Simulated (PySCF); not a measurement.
**Boron: a sound run and one with changed settings**

Sound run: B [He] 2s2 2p1, B⁺ [He] 2s2. All numbers are calculated (PySCF 2.14, no relativity, point nucleus, in pcseg-2). In the sound run the correlated levels freeze 1s2. The sound run starts from symmetry-adapted Hartree-Fock orbitals and uses a fine grid where one is needed.

Changed run: initial guess atom, at most 50 SCF cycles, level shift 0.5 hartree.

```json
{"species": "B", "method": "UHF", "sound run (hartree)": "-24.52921", "changed run (hartree)": "-24.52921", "converged": "yes"}
{"species": "B", "method": "M06-2X", "sound run (hartree)": "-24.65078", "changed run (hartree)": "-24.65078", "converged": "yes"}
{"species": "B", "method": "MN15", "sound run (hartree)": "-24.63132", "changed run (hartree)": "-24.63132", "converged": "yes"}
{"species": "B", "method": "MP2", "sound run (hartree)": "-24.57098", "changed run (hartree)": "-24.55621", "converged": "yes"}
{"species": "B", "method": "CCSD(T)", "sound run (hartree)": "-24.59227", "changed run (hartree)": "-24.59227", "converged": "yes"}
{"species": "B⁺", "method": "UHF", "sound run (hartree)": "-24.23482", "changed run (hartree)": "-24.23482", "converged": "yes"}
{"species": "B⁺", "method": "M06-2X", "sound run (hartree)": "-24.34590", "changed run (hartree)": "-24.34590", "converged": "yes"}
{"species": "B⁺", "method": "MN15", "sound run (hartree)": "-24.32918", "changed run (hartree)": "-24.32918", "converged": "yes"}
{"species": "B⁺", "method": "MP2", "sound run (hartree)": "-24.26946", "changed run (hartree)": "-24.25591", "converged": "yes"}
{"species": "B⁺", "method": "CCSD(T)", "sound run (hartree)": "-24.29326", "changed run (hartree)": "-24.29326", "converged": "yes"}
```

Ionisation energy of B:

```
 method  sound run (eV)  changed run (eV)
    UHF           8.011             8.011
 M06-2X           8.296             8.296
   MN15           8.222             8.222
    MP2           8.205             8.172
SCS-MP2           8.175             8.157
   CCSD           8.104             8.104
CCSD(T)           8.136             8.136
```

A level shift leaves the converged SCF energy unchanged but raises the virtual orbital energies, which shrinks MP2 if it is not removed.

For comparison, NIST gives 8.298 eV between the lowest levels.
